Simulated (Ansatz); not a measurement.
Consider Nb in the bcc (W type) structure (space group Im-3m, No. 229; a = 3.3027 Å).

Level of theory: r2SCAN (Ansatz, a quantum-chemistry and plane-wave program; PAW; 500 eV plane waves; no spin-orbit coupling).

Perturbation: full substitution Nb → V, then cell and atoms are relaxed.

Measured lattice parameter a: Nb 3.294 Å (static lattice; corrected from measurement; as listed in Daniel Mejia-Rodriguez, S. B. Trickey, Phys. Rev. B (2018)); V 3.021 Å (static lattice; corrected from measurement; as listed in Daniel Mejia-Rodriguez, S. B. Trickey, Phys. Rev. B (2018)).

Question: How well does r2SCAN reproduce the measured shift?

Answer: With r2SCAN the lattice parameter a moves by -0.320 Å (3.303 → 2.983) against -0.273 Å measured.

No phonon test of stability was made. Starting moments died away, wholly or in part, for Nb → V; another magnetic solution may exist. The final runs are not spin-polarised.
